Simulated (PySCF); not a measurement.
# How the functional moves excitation energies

Species: cyclopentanone, C5H8O.
SMILES: `O=C1CCCC1`

Linear-response calculations in the def2-SVPD basis (PySCF; singlets by full response, triplets Tamm–Dancoff, core orbitals frozen in the response; HF means time-dependent Hartree–Fock). 'Strongest' is the level of largest summed f among the singlets computed (10 roots, of which the last may lack a degenerate partner); it can jump between rows when another state enters that window. S1 is the lowest singlet of each run and needn't be the same state throughout; f(S1) is that of one state. Isolated species at its PBE0-D3(BJ)/def2-SVP geometry (one conformer only).

| functional | kind | S1 (eV) | f(S1) | strongest (eV) | T1 (eV) | HOMO (eV) | gap (eV) | ionisation energy, ΔSCF (eV) |
| --- | --- | --- | --- | --- | --- | --- | --- | --- |
| LDA | LDA | 4.00 | 0.000 | 7.34 | 3.56 | -5.69 | 3.76 | 9.25 |
| PBE | GGA | 4.04 | 0.000 | 7.30 | 3.52 | -5.55 | 3.84 | 9.04 |
| B3LYP | global hybrid, 20% exact exchange | 4.24 | 0.000 | 7.99 | 3.73 | -6.86 | 6.00 | 9.29 |
| PBE0 | global hybrid, 25% exact exchange | 4.28 | 0.000 | 8.23 | 3.72 | -7.08 | 6.50 | 9.24 |
| BHandHLYP | global hybrid, 50% exact exchange | 4.51 | 0.000 | 8.75 | 3.98 | -8.57 | 9.17 | 9.26 |
| CAM-B3LYP | range-separated hybrid | 4.31 | 0.000 | 8.47 | 3.80 | -8.53 | 9.12 | 9.41 |
| wB97X-D | range-separated hybrid | 4.32 | 0.000 | 8.53 | 3.83 | -8.98 | 10.27 | 9.34 |
| LC-wPBE | range-separated hybrid | 4.33 | 0.000 | 8.66 | 3.76 | -9.81 | 11.64 | 9.51 |
| HF | Hartree–Fock | 4.94 | 0.000 | 9.22 | 4.42 | -10.87 | 13.46 | not settled |

S1 runs from 4.00 eV (LDA) to 4.94 eV (HF), a spread of 0.95 eV, while the orbital gap spreads over 9.7 eV. Along PBE (0%), B3LYP (20%), PBE0 (25%), BHandHLYP (50%), HF (100%) S1 rises with the share of exact exchange. −ε(HOMO) comes closest to its own ΔSCF ionisation energy with LC-wPBE (+0.30 eV) and misses most with LDA (-3.55 eV). 'Not settled' means that the ion's SCF failed to converge or may have ended in another state than the lowest.
